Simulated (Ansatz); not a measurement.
Cartesian coordinates in Å:
```
O 0.7084 -0.2824 0.1496
Si -0.6786 0.6091 -0.0190
H 1.4282 0.1874 0.5791
H -1.4579 -0.5140 -0.7097
```

The species carries charge 0 and has multiplicity 1.

List the PBE0/def2-TZVPP orbital energies in eV (Ansatz 0.2.0). (Best estimate.)

Computed: Occupied: -1803.31, -523.28, -145.47, -100.23, -100.09, -99.99, -28.54, -15.76, -12.00, -10.73, -10.38, -6.47. Lowest empty: -2.06, 0.03, 2.12, 2.27, 4.50, 5.43, 5.67, 5.89.
